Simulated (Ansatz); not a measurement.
Input file:

```yaml
crystal:
  periodic: [false, false, false]
  atoms:
    - {symbol: Al, position_ang: [-0.024560, 0.096844, -0.197962]}
    - {symbol: H, position_ang: [-0.024560, -1.349978, -0.856311]}
    - {symbol: H, position_ang: [1.127219, -0.955093, 4.600887]}
    - {symbol: H, position_ang: [-0.445210, -0.287342, 1.554662]}
basis:
  gaussian: {orbitals: "6-31G*"}
magnetization: {spin_polarized: false, initial_magnetization: 2}
correlation: {active_space: {window: {electrons: 6, orbitals: 5}}}
```

```sh
$ ansatz run in.yaml --threads 1 --pin off --events-out ev --progress --plain --max-ram 2393MiB
```

The program prints:

```
262 factors; integrals over basis functions are off by at most 6.7e-4 eV
mean field evaluation 1: about -6624.9265 eV, gradient 8.0e0 eV
mean field evaluation 2: about -6624.9290 eV, gradient 8.0e0 eV
mean field evaluation 4: about -6625.7173 eV, gradient 1.0e0 eV
mean field evaluation 8: about -6625.7346 eV, gradient 2.1e-4 eV
mean field -6625.73458477 eV, -243.4912549062 hartree, gradient 2.9e-6 eV, S^2 2.000000; 0 other end points of the search recorded, 0 dependent functions left out
reference -6625.73458477 eV, -243.4912549062 hartree; 9, 7 occupied and 16, 18 virtual orbitals, 262 factors
state -6626.23314699 eV, -243.5095767299 hartree
Total energy: -6626.23314699 eV, -243.5095767299 hartree
```

Natural occupations: 1.9995 1.9626 1.0028 1.0000 0.0351.

Ran on 1 thread of Arm Neoverse V2, shared host: 0.21 s wall, 0.2 GiB peak host memory.
